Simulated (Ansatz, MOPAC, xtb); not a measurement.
Barrier height from H + H2 to the transition structure H3, without zero-point energy, on the benchmark's geometries as Psi4's copy of the set gives them.
Transition structure (charge 0, multiplicity 2):
```xyz
3

H      0.000     0.000     0.000
H      0.000     0.000     0.929
H      0.000     0.000    -0.929
```

Open shells are unrestricted; no spin–orbit coupling.

The state reached by PM7 isn't checked; PM7 holds dispersion and hydrogen-bond terms.

Programs: Ansatz (a quantum-chemistry and plane-wave program); MOPAC for PM7 (differences of heats of formation); xtb for the GFN methods.  The GFN methods have no spin term and hold the electronic entropy of 300 K.

### Question
One of these levels gives -16.9 kJ/mol for the barrier height. Which?
A) PM7
B) B97M-V/def2-TZVPPD
C) GFN2-xTB
D) BHLYP/def2-TZVPPD

### Answer
C, GFN2-xTB. The others give -49.4 (PM7), 18.4 (B97M-V/def2-TZVPPD), 27.0 (BHLYP/def2-TZVPPD)
